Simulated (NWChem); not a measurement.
Program: NWChem. System: H4Si, charge 0, spin multiplicity 1, at a geometry optimised with PBE0/def2-SVP. The structure started from a generated list of species. Level: TD-PBE0/6-31G* (spherical d).

Job file:

```
start mol
memory heap 200 mb stack 900 mb global 1100 mb
geometry units angstroms nocenter noautoz noautosym
  Si     0.000000     0.000000    -0.000000
  H      1.218746     0.000000     0.861824
  H     -1.218746     0.000000     0.861824
  H      0.000000    -1.218745    -0.861823
  H      0.000000     1.218745    -0.861823
end
basis spherical
  * library 6-31g*
end
dft
  xc pbe0
  semidirect memsize 60000000 filesize 0
  iterations 100
end
tddft
  rpa
  nroots 10
  notriplet
end
task tddft energy
```

Output (cleaned and shortened):

```
             Northwest Computational Chemistry Package (NWChem) 7.3.0
             --------------------------------------------------------

                                NWChem Input Module
                                -------------------

 Scaling coordinates for geometry "geometry" by  1.889725989
 (inverse scale =  0.529177249)

                             Geometry "geometry" -> ""
                             -------------------------

 Output coordinates in angstroms (scale by  1.889725989 to convert to a.u.)

  No.       Tag          Charge          X              Y              Z
 ---- ---------------- ---------- -------------- -------------- --------------
    1 Si                  14.0000     0.00000000     0.00000000     0.00000000
    2 H                    1.0000     1.21874600     0.00000000     0.86182400
    3 H                    1.0000    -1.21874600     0.00000000     0.86182400
    4 H                    1.0000     0.00000000    -1.21874500    -0.86182300
    5 H                    1.0000     0.00000000     1.21874500    -0.86182300

 Effective nuclear repulsion energy (a.u.)      21.1554661136

            Nuclear Dipole moment (a.u.)
            ----------------------------
        X                 Y               Z
 ---------------- ---------------- ----------------
     0.0000000000     0.0000000000     0.0000037795


 Summary of "ao basis" -> "" (spherical)
 ------------------------------------------------------------------------------
       Tag                 Description            Shells   Functions and Types
 ---------------- ------------------------------  ------  ---------------------
 *                           6-31g*                   on all atoms

                                 NWChem DFT Module
                                 -----------------

 Summary of "ao basis" -> "ao basis" (spherical)
 ------------------------------------------------------------------------------
       Tag                 Description            Shells   Functions and Types
 ---------------- ------------------------------  ------  ---------------------
 Si                          6-31g*                  8       18   4s3p1d
 H                           6-31g*                  2        2   2s

 Summary of "ao basis" -> "ao basis" (spherical)
 ------------------------------------------------------------------------------
       Tag                 Description            Shells   Functions and Types
 ---------------- ------------------------------  ------  ---------------------
 Si                          6-31g*                  8       18   4s3p1d
 H                           6-31g*                  2        2   2s

            General Information
            -------------------
          SCF calculation type: DFT
          Wavefunction type:  closed shell.
          No. of atoms     :     5
          No. of electrons :    18
           Alpha electrons :     9
            Beta electrons :     9
          Charge           :     0
          Spin multiplicity:     1
          Use of symmetry is: off; symmetry adaption is: off
          Maximum number of iterations: 100
          AO basis - number of functions:    26
                     number of shells:    16
          Convergence on energy requested:  1.00D-06
          Convergence on density requested:  1.00D-05
          Convergence on gradient requested:  5.00D-04

              XC Information
              --------------
                         PBE0 Method XC Functional
                     Hartree-Fock (Exact) Exchange  0.250
          PerdewBurkeErnzerhof Exchange Functional  0.750
            Perdew 1991 LDA Correlation Functional  1.000 local
           PerdewBurkeErnz. Correlation Functional  1.000 non-local

             Grid Information
             ----------------
          Grid used for XC integration:  medium
          Radial quadrature: Mura-Knowles
          Angular quadrature: Lebedev.
          Tag              B.-S. Rad. Rad. Pts. Rad. Cut. Ang. Pts.
          ---              ---------- --------- --------- ---------
          Si                  1.10       88           7.0       590
          H                   0.35       45           7.0       434
          Grid pruning is: on
          Number of quadrature shells:   268
          Spatial weights used:  Erf1

          Convergence Information
          -----------------------
          Convergence aids based upon iterative change in
          total energy or number of iterations.
          Levelshifting, if invoked, occurs when the
          HOMO/LUMO gap drops below (HL_TOL):  1.00D-02
          DIIS, if invoked, will attempt to extrapolate
          using up to (NFOCK): 10 stored Fock matrices.

                    Damping( 0%)  Levelshifting(0.5)       DIIS
                  --------------- ------------------- ---------------
          dE  on:    start            ASAP                start
          dE off:    2 iters        100 iters           100 iters

      Screening Tolerance Information
      -------------------------------
          Density screening/tol_rho:  1.00D-10
          AO Gaussian exp screening on grid/accAOfunc:  14
          CD Gaussian exp screening on grid/accCDfunc:  20
          XC Gaussian exp screening on grid/accXCfunc:  20
          Schwarz screening/accCoul:  1.00D-08

      Superposition of Atomic Density Guess
      -------------------------------------

 Sum of atomic energies:        -290.81023768

      Non-variational initial energy
      ------------------------------

 Total energy =    -290.995393
 1-e energy   =    -444.263685
[...]
     Transition Moments   XX  0.00000  XY -0.00000  XZ -0.00000
     Transition Moments   YY  0.00000  YZ -0.00000  ZZ -0.00000
     Dipole Oscillator Strength                    0.0000000007
     Electric Quadrupole                           0.0000000000
     Magnetic Dipole                               0.0000064775
     Total Oscillator Strength                     0.0000064782

          sigma_e =   1.9797 Angstrom
          sigma_h =   1.5373 Angstrom
         |d_h->e| =   0.4525 Angstrom
            d_exc =   2.4512 Angstrom
            d_CD1 =   0.8948 Angstrom
            d_CD2 =  -1.3060 Angstrom
            d_CD3 =   2.9037 Angstrom
     Pearson C.C. =   0.0787

     Occ.    7  a   ---  Virt.   10  a    0.70651 X
     Occ.    9  a   ---  Virt.   12  a   -0.70646 X
  ----------------------------------------------------------------------------
  Root   3 singlet a              0.355011202 a.u.                9.6604 eV
  ----------------------------------------------------------------------------
     Transition Moments    X  0.00000   Y  0.00006   Z  0.00000
     Transition Moments   XX  0.00000  XY -0.00000  XZ -0.00000
     Transition Moments   YY  0.00000  YZ  0.00000  ZZ -0.00000
     Dipole Oscillator Strength                    0.0000000008
     Electric Quadrupole                           0.0000000000
     Magnetic Dipole                               0.0000064775
     Total Oscillator Strength                     0.0000064783

          sigma_e =   1.9797 Angstrom
          sigma_h =   1.5373 Angstrom
         |d_h->e| =   0.4525 Angstrom
            d_exc =   2.4512 Angstrom
            d_CD1 =   0.8948 Angstrom
            d_CD2 =  -1.3060 Angstrom
            d_CD3 =   2.9037 Angstrom
     Pearson C.C. =   0.0787

     Occ.    7  a   ---  Virt.   11  a   -0.70651 X
     Occ.    8  a   ---  Virt.   12  a    0.70646 X
  ----------------------------------------------------------------------------
  Root   4 singlet a              0.363507141 a.u.                9.8915 eV
  ----------------------------------------------------------------------------
     Transition Moments    X -0.00000   Y -0.00000   Z  0.00000
     Transition Moments   XX -0.00003  XY -2.46147  XZ -0.00000
     Transition Moments   YY -0.00003  YZ  0.00000  ZZ  0.00006
     Dipole Oscillator Strength                    0.0000000000
     Electric Quadrupole                           0.0000015497
     Magnetic Dipole                               0.0000000000
     Total Oscillator Strength                     0.0000015497

          sigma_e =   2.0192 Angstrom
          sigma_h =   1.5642 Angstrom
         |d_h->e| =   0.0000 Angstrom
            d_exc =   2.4776 Angstrom
            d_CD1 =   0.4550 Angstrom
            d_CD2 =  -1.7917 Angstrom
            d_CD3 =   2.4776 Angstrom
     Pearson C.C. =   0.0610

     Occ.    8  a   ---  Virt.   10  a    0.70711 X
     Occ.    9  a   ---  Virt.   11  a    0.70711 X
  ----------------------------------------------------------------------------
  Root   5 singlet a              0.363518560 a.u.                9.8918 eV
  ----------------------------------------------------------------------------
     Transition Moments    X  0.00000   Y  0.00000   Z -0.00000
     Transition Moments   XX  1.42122  XY -0.00005  XZ  0.00000
     Transition Moments   YY  1.42121  YZ -0.00000  ZZ -2.84226
     Dipole Oscillator Strength                    0.0000000000
     Electric Quadrupole                           0.0000015499
     Magnetic Dipole                               0.0000000000
     Total Oscillator Strength                     0.0000015499

          sigma_e =   2.0192 Angstrom
          sigma_h =   1.5642 Angstrom
         |d_h->e| =   0.0000 Angstrom
            d_exc =   2.4776 Angstrom
            d_CD1 =   0.4551 Angstrom
            d_CD2 =  -1.7917 Angstrom
            d_CD3 =   2.4776 Angstrom
     Pearson C.C. =   0.0610

     Occ.    7  a   ---  Virt.   12  a    0.81623 X
     Occ.    8  a   ---  Virt.   11  a   -0.40852 X
     Occ.    9  a   ---  Virt.   10  a   -0.40853 X
  ----------------------------------------------------------------------------
  Root   6 singlet a              0.378597067 a.u.               10.3022 eV
  ----------------------------------------------------------------------------
     Transition Moments    X -0.00000   Y -0.00000   Z -0.00001
     Transition Moments   XX  0.20026  XY -0.00000  XZ  0.00000
     Transition Moments   YY  0.20027  YZ -0.00000  ZZ  0.20214
     Dipole Oscillator Strength                    0.0000000000
     Electric Quadrupole                           0.0000000000
     Magnetic Dipole                               0.0000000000
     Total Oscillator Strength                     0.0000000000

          sigma_e =   2.0826 Angstrom
          sigma_h =   1.5630 Angstrom
         |d_h->e| =   0.0000 Angstrom
            d_exc =   2.7767 Angstrom
            d_CD1 =   0.5196 Angstrom
            d_CD2 =  -1.8228 Angstrom
            d_CD3 =   2.7767 Angstrom
     Pearson C.C. =  -0.1428

     Occ.    6  a   ---  Virt.   13  a    0.05779 X
     Occ.    7  a   ---  Virt.   12  a   -0.57639 X
     Occ.    8  a   ---  Virt.   11  a   -0.57579 X
     Occ.    9  a   ---  Virt.   10  a   -0.57579 X
  ----------------------------------------------------------------------------
  Root   7 singlet a              0.402808623 a.u.               10.9610 eV
  ----------------------------------------------------------------------------
     Transition Moments    X -0.00002   Y  0.00007   Z -0.96250
     Transition Moments   XX  0.51583  XY -0.00000  XZ  0.00001
     Transition Moments   YY -0.51585  YZ  0.00004  ZZ  0.00001
     Dipole Oscillator Strength                    0.2487752267
     Electric Quadrupole                           0.0000000926
     Magnetic Dipole                               0.0000000000
     Total Oscillator Strength                     0.2487753193

          sigma_e =   2.0308 Angstrom
          sigma_h =   1.5632 Angstrom
         |d_h->e| =   0.0001 Angstrom
            d_exc =   2.6853 Angstrom
            d_CD1 =   0.4677 Angstrom
            d_CD2 =  -1.7969 Angstrom
            d_CD3 =   2.6854 Angstrom
     Pearson C.C. =  -0.1013

     Occ.    7  a   ---  Virt.   13  a    0.40896 X
     Occ.    7  a   ---  Virt.   18  a   -0.06316 X
     Occ.    8  a   ---  Virt.   11  a    0.64310 X
     Occ.    9  a   ---  Virt.   10  a   -0.64309 X
  ----------------------------------------------------------------------------
  Root   8 singlet a              0.402815423 a.u.               10.9612 eV
  ----------------------------------------------------------------------------
     Transition Moments    X -0.96226   Y  0.01528   Z  0.00002
     Transition Moments   XX -0.00001  XY -0.00000  XZ  0.51585
     Transition Moments   YY  0.00001  YZ  0.00819  ZZ -0.00000
     Dipole Oscillator Strength                    0.2487188827
     Electric Quadrupole                           0.0000000926
     Magnetic Dipole                               0.0000000000
     Total Oscillator Strength                     0.2487189754

          sigma_e =   2.0139 Angstrom
          sigma_h =   1.5186 Angstrom
         |d_h->e| =   0.6322 Angstrom
            d_exc =   2.6853 Angstrom
            d_CD1 =   1.1276 Angstrom
            d_CD2 =  -1.1340 Angstrom
            d_CD3 =   3.3175 Angstrom
     Pearson C.C. =  -0.0734

     Occ.    7  a   ---  Virt.   10  a   -0.64302 X
     Occ.    8  a   ---  Virt.   19  a   -0.05469 X
     Occ.    9  a   ---  Virt.   12  a   -0.64303 X
     Occ.    9  a   ---  Virt.   13  a    0.40898 X
  ----------------------------------------------------------------------------
  Root   9 singlet a              0.402815438 a.u.               10.9612 eV
  ----------------------------------------------------------------------------
     Transition Moments    X  0.01528   Y  0.96225   Z  0.00007
     Transition Moments   XX -0.00004  XY -0.00000  XZ -0.00819
     Transition Moments   YY  0.00004  YZ  0.51587  ZZ  0.00000
     Dipole Oscillator Strength                    0.2487156746
     Electric Quadrupole                           0.0000000926
     Magnetic Dipole                               0.0000000000
     Total Oscillator Strength                     0.2487157672

          sigma_e =   2.0139 Angstrom
          sigma_h =   1.5186 Angstrom
         |d_h->e| =   0.6322 Angstrom
            d_exc =   2.6853 Angstrom
            d_CD1 =   1.1275 Angstrom
            d_CD2 =  -1.1340 Angstrom
            d_CD3 =   3.3175 Angstrom
     Pearson C.C. =  -0.0734

     Occ.    7  a   ---  Virt.   11  a   -0.64302 X
     Occ.    8  a   ---  Virt.   12  a   -0.64303 X
     Occ.    8  a   ---  Virt.   13  a   -0.40898 X
     Occ.    9  a   ---  Virt.   19  a    0.05469 X
  ----------------------------------------------------------------------------
  Root  10 singlet a              0.457348768 a.u.               12.4451 eV
  ----------------------------------------------------------------------------
     Transition Moments    X  1.67542   Y -0.00099   Z -0.00006
     Transition Moments   XX -0.00006  XY -0.00000  XZ  1.68274
     Transition Moments   YY  0.00006  YZ  0.00099  ZZ  0.00000
     Dipole Oscillator Strength                    0.8558624667
     Electric Quadrupole                           0.0000014425
     Magnetic Dipole                               0.0000000000
     Total Oscillator Strength                     0.8558639092

          sigma_e =   1.9414 Angstrom
          sigma_h =   1.4789 Angstrom
         |d_h->e| =   0.6652 Angstrom
            d_exc =   2.5370 Angstrom
            d_CD1 =   1.1277 Angstrom
            d_CD2 =  -1.0449 Angstrom
            d_CD3 =   3.2023 Angstrom
     Pearson C.C. =  -0.0066

     Occ.    6  a   ---  Virt.   10  a   -0.06579 X
     Occ.    7  a   ---  Virt.   10  a    0.27921 X
     Occ.    9  a   ---  Virt.   12  a    0.27922 X
     Occ.    9  a   ---  Virt.   13  a    0.89579 X
     Occ.    9  a   ---  Virt.   14  a   -0.19526 X

              Target root =      1
          Target symmetry = none
      Ground state energy =   -291.724580468773
        Excitation energy =      0.355002489138
     Excited state energy =   -291.369577979635

  stored tddft:energy   -291.36957797963538

 Task  times  cpu:        6.1s     wall:        6.1s

 Total times  cpu:        6.1s     wall:        6.1s
```
